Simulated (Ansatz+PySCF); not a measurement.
Results of a calculation; reference values are marked as such.
**Several solutions for singlet N₂**

```yaml
atoms:
  - { symbol: N, position_ang: [0.0000, 0.0000, -1.6466] }
  - { symbol: N, position_ang: [0.0000, 0.0000, 1.6466] }
```

Basis set: cc-pVDZ (spherical functions). Charge 0, multiplicity 1.

PBE (unrestricted) was run from several starts with Ansatz (development build ahead of 0.2.0).

| run | program | start | converged | energy (hartree) | <S²> |
| --- | --- | --- | --- | --- | --- |
| A | Ansatz | stability test followed | yes | -109.03618 | – |
| B | Ansatz | search for the lowest state | yes | -109.03618 | – |
| C | Ansatz | atomic start, no search | yes | -108.82973 | – |

**Question.** Which runs reached the lowest solution of this kind, and what is wrong with the others?

**Answer.** A, B reached the lowest solution found. Converged but too high: C by 5.62 eV. Convergence only shows a stationary point, and even a stable one can lie too high; stability tests and further starts are what find lower ones. Caution: the unrestricted determinant is spin contaminated.
